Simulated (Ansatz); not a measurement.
# C2H2ClNO: small, medium and large basis sets

The task here is to estimate one member of a computed series from the others.

The runs use Ansatz 0.2.0, Gaussian basis; one geometry, several basis sets.

The runs, in order: PBE0-D4/def2-SVP; ωB97M-V/def2-SVP; PBE0-D4/def2-QZVPP; ωB97M-V/def2-QZVPP; the functionals' def2-TZVPP values are taken from earlier runs.

### The relaxed structure

An earlier PBE0-D4 in a triple-zeta def2 set relaxation fixed the geometry.

SMILES `N=C(Cl)C=O`, 7 atoms, charge 0, spin multiplicity 1.

Atoms are counted from 1 here; the program's logs count them from 0.

Bond lengths: N1–C2 1.252 Å, N1–H6 1.018 Å, C2–Cl3 1.734 Å, C2–C4 1.507 Å, C4–O5 1.193 Å, C4–H7 1.106 Å. Angles: C2–N1–H6 113.5°, N1–C2–Cl3 126.4°, N1–C2–C4 118.2°, Cl3–C2–C4 115.4°, C2–C4–O5 124.4°, C2–C4–H7 111.7°, O5–C4–H7 124.0°.

Set-up of the first run:

The input, in.yaml:

```yaml
crystal:
  periodic: [false, false, false]
  atoms:
    - {symbol: N, position_ang: [-0.829271, 0.990237, 0.522741]}
    - {symbol: C, position_ang: [-0.020105, 0.045280, 0.377976]}
    - {symbol: Cl, position_ang: [0.788534, -0.819850, 1.644436]}
    - {symbol: C, position_ang: [0.303620, -0.408128, -1.022194]}
    - {symbol: O, position_ang: [1.056667, -1.294991, -1.285910]}
    - {symbol: H, position_ang: [-0.994711, 1.236430, 1.496841]}
    - {symbol: H, position_ang: [-0.243533, 0.183022, -1.779489]}
basis:
  gaussian: {orbitals: def2-SVP}
hamiltonian: {xc: pbe0, dispersion: d4}
output: {orbitals: {seedname: orbitals}}
```

On the command line:

```sh
ansatz run in.yaml --threads 2 --pin off --events-out ev --progress --plain --max-ram 4352MiB
```

Steps of the session up to this table: PBE0-D4 in def2-SVP; ωB97M-V in def2-SVP; PBE0-D4 in def2-QZVPP; ωB97M-V in def2-QZVPP.

One table of the session follows, with a row left open; its other results are not shown here.

It belongs to the step «Functionals by basis». 

| functional | basis | HOMO (eV) | LUMO (eV) |
| --- | --- | --- | --- |
| PBE0-D4 | def2-SVP | -8.11 | -2.46 |
| PBE0-D4 | def2-TZVPP | ? | ? |
| PBE0-D4 | def2-QZVPP | -8.34 | -2.73 |
| ωB97M-V | def2-SVP | -10.44 | -0.06 |
| ωB97M-V | def2-TZVPP | -10.66 | -0.35 |
| ωB97M-V | def2-QZVPP | -10.70 | -0.42 |

Estimate the missing values for PBE0-D4, def2-TZVPP.

**Answer.** HOMO (eV): -8.30; LUMO (eV): -2.68. In the column «HOMO (eV)» it lies between PBE0-D4, def2-QZVPP (-8.34) and PBE0-D4, def2-SVP (-8.11).
